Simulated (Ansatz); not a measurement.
Elastic constant C44 of some fcc solids

Method: PBE (PAW; Ansatz, an electronic-structure program). References are measured values at low temperature. The table is a random draw of 6 from 7 solids with such references.

Values in GPa.

```json
[
 {"solid": "fcc Ag", "reference": "51.1", "PBE": "42.2", "error (%)": "-17.4"},
 {"solid": "fcc Pt", "reference": "77.4", "PBE": "?", "error (%)": "?"},
 {"solid": "fcc Ni", "reference": "132", "PBE": "133", "error (%)": "+0.8"},
 {"solid": "fcc Cu", "reference": "81.8¶", "PBE": "80.6", "error (%)": "-1.5"},
 {"solid": "fcc Au", "reference": "45.4¶", "PBE": "30.3", "error (%)": "-33"},
 {"solid": "fcc Pd", "reference": "71.2¶", "PBE": "60.7", "error (%)": "-14.7"}
]
```

Problem. Estimate the withheld PBE value.

Solution. The errors of the other rows run from -33 % to +0.8 %, with a median of -14.7 %; carried to the reference 77.4 it gives 66.0 GPa. The run gives 61.7 GPa (-20 %), -6.5 % from the estimate; the row was drawn at random, and such an estimate is rough. Over these 6 solids the mean error is -14.4 %, the mean absolute error 14.7 % (median 16.1 %), and the worst case fcc Au at -33 %; the value is below the reference in 5 of 6 cases. Over all 7, from unrounded values, the mean error is -14.1 % and the mean absolute error 14.4 % (median 14.7 %).

All these references are low-temperature values that still hold zero-point motion.

Spin–orbit coupling is left out, also for the solids with elements from indium on (fcc Pt, fcc Au); its size isn't shown.

¶ marks references of a special kind: fcc Cu, 81.8 GPa (measured, 0 K, extrapolated to 0 K; zero-point effects included; as tabulated in Malica and Corso (2021), arXiv:2109.00459); fcc Au, 45.4 GPa (measured, 0 K, extrapolated to 0 K; zero-point effects included; as tabulated in Malica and Corso (2021), arXiv:2109.00459); fcc Pd, 71.2 GPa (measured, 0 K, extrapolated to 0 K; zero-point effects included; as tabulated in Malica and Corso (2021), arXiv:2109.00459).

Differences are worked out from the printed values.

Each level is taken at its own relaxed cell. Ansatz's density-functional and Hartree–Fock values are scalar-relativistic unless marked +SOC, with PAW data made under PBE.

Ansatz's runs of these crystals have no spin polarisation, but for fcc Ni.

Density-functional runs with spin start from parallel moments for fcc Ni.

Not in this set, of the fcc solids with a reference value in our tables and a result at some level: 4 for a reference at room or unstated temperature. These can be a level's best or worst cases. Solids without a released value at any level aren't counted. Layered and molecular crystals are counted apart. The metals Ce to Yb are counted apart.

References as tabulated in Li et al. (2021), arXiv:2102.01972; Malica and Corso (2021), arXiv:2109.00459.
